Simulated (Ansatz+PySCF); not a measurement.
singlet CH₃F: levels of theory in one basis

```xyz
5

C     0.0000    0.0000   -0.6682
F     0.0000    0.0000    0.8043
H     0.0000   -1.1189   -1.0763
H    -0.9690    0.5595   -1.0763
H     0.9690    0.5595   -1.0763
```

Basis set: def2-SVP (spherical functions). Frozen core: 2 orbitals. Charge 0, multiplicity 1.

Computed with Ansatz (development build ahead of 0.2.0); each method stands on the lowest determinant of its kind that the runs found. NEVPT2 correlates all electrons. Active spaces start from the frontier orbitals, and the lowest solution found is given.

```tsv
method	E − E(RHF) (eV)	<S²> of the determinant
RHF	0.00	0.00
RHF-CCSD	-9.84	–
RHF-CCSD(T)	-10.04	–
CASSCF(2,2)	-0.78	–
SC-NEVPT2(2,2)	-9.35	–
```

Q: What does RHF-MP2 give on the same scale?

A: -9.24 eV.

Q: Is a single determinant a sound starting point here?

A: By this sign, yes. Unrestricted orbitals gain 0.00 eV and <S²> is 0.00 against 0.00 for a pure state. The CASSCF(2,2) natural occupations are 1.97, 0.03.

Caution for CASSCF(2,2): other starts end on other solutions of this active space.
